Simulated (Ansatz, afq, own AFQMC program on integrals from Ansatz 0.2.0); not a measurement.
# Where AFQMC and coupled cluster stand for SiH, doublet

```xyz
2

Si    0.0000    0.0000    0.0000
H     0.0000    0.0000    1.5317
```

Basis cc-pVTZ. Noble-gas cores (and the filled d shells of Ga–Kr and In–Xe) are frozen. Integrals, coupled cluster, full CI and functionals: Ansatz 0.2.0; the random walks run on the same integrals in our own AFQMC program. The CISD trial takes its coefficients from CCSD amplitudes. Released means that phaseless walkers are propagated on without the constraint, phases kept. Uncertainties: one standard error, sampling alone.

Determinant: UHF, the one that the program's search chose, which needn't be the lowest solution. The geometry is a point of a scan.

Full CI on the same integrals is exact in this basis and with this determinant's frozen core.

Cautions: the determinant is a saddle point among determinants of its kind.

- T1 diagnostic: 0.0191
- weight of the determinant in the CISD state: 0.916
- ⟨S²⟩ of the determinant: 0.772
- size of the correlated space: 5 electrons in 43 orbitals

```csv
level,correlation energy (eV)
MP2,-2.1928
CCSD,-2.8477
CCSD(T),-2.9296
```

Q: Estimate where AFQMC with the constraint released lies against CCSD(T) on the same integrals.

A: 0.53 ± 0.02 kcal/mol below CCSD(T).

Reference: full CI, correlation energy -2.954 eV. The released energy is read at 2.40 1/Eh (meV from the phaseless value at times in 1/Eh: -2.8 ± 1.5 at 0.24, -5.3 ± 1.4 at 0.51, -7.5 ± 1.1 at 0.99, -7.7 ± 1.1 at 1.62, -9.5 ± 1.0 at 2.40).

| level | E − E(reference) (kcal/mol) | share of correlation (%) |
| --- | --- | --- |
| CCSD(T) | 0.55 | 99.19 |
| CCSDT | 0.06 | 99.91 |
| CCSDT(Q) | 0.01 | 99.99 |
| CCSDTQ | 0.00 | 100.00 |
| ph-AFQMC/HF | 1.67 ± 0.37 | 97.55 |
| ph-AFQMC/CISD | 0.24 ± 0.04 | 99.65 |
| released AFQMC | 0.02 ± 0.02 | 99.97 |

CCSDT and higher add their correlation energy to the determinant of the CCSD(T) run, since their own runs factorise the integrals more tightly (a shift of under 2 meV). A walk keeps the symmetry of its determinant, which the program's search chose and which needn't be the lowest solution, so a lower state of the same spin and another symmetry isn't excluded. Released energies are given only where the last usable release times agree within the noise; a slower fall can still hide under it.
